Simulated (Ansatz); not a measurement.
Energy needed to pull apart AlBNH$_{5}$ (SMILES [BH2][AlH][NH2]), singlet, into free ground-state atoms, from the structure below (displaced at random from a GFN2-xTB minimum); no zero-point or spin–orbit terms; open-shell atoms are treated unrestricted, in their ground-state multiplicity.

| atom | x (Å) | y (Å) | z (Å) |
| --- | --- | --- | --- |
| B1 | -1.2770 | 0.8701 | -0.9618 |
| Al2 | 0.3292 | 0.4132 | 0.3013 |
| N3 | 0.9959 | -1.2272 | 0.6605 |
| H4 | -1.9334 | -0.0049 | -1.4230 |
| H5 | -1.5953 | 1.8656 | -1.3977 |
| H6 | 1.0091 | 1.5053 | 1.0810 |
| H7 | 1.6691 | -1.3860 | 1.4770 |
| H8 | 0.7256 | -2.1063 | 0.2895 |

Ansatz 0.2.0; basis: def2-TZVPP; cores frozen in the correlated methods.

```
    method  atomization energy (kcal/mol)
    PBE-D4                          577.7
 r2SCAN-D4                          575.1
   PBE0-D4                          570.7
r2SCAN0-D4                          567.8
  HSE06-D4                          571.0
   wB97M-V                          578.8
        HF                              ?
       MP2                              ?
      CCSD                          553.0
   CCSD(T)                          559.2
```

Task: What does HF give? (An estimate is asked for; the value comes from the calculation.)

Result: The calculation gives: 421.3 kcal/mol, which is about 137.9 kcal/mol less than CCSD(T)/def2-TZVPP.

Task: What does MP2 give? (To be estimated.)

Result: The calculation gives: 561.7 kcal/mol, which is about 2.5 kcal/mol more than CCSD(T)/def2-TZVPP.

In triple zeta the MP2 and coupled-cluster atomization energies are still short of their basis limit by a few kcal/mol a bond, whereas those of the functionals are nearly converged, so these differences are not deviations from converged CCSD(T).

The T1 diagnostic stays at or below 0.013.

For scale, one of the runs: CCSD(T)/def2-TZVPP forces, 174 basis functions (an equivalent command: `ansatz run in.yaml --threads 4`). The run took 59 s on 4 CPU threads (shared host), with 2.9 GiB of host memory at its peak.
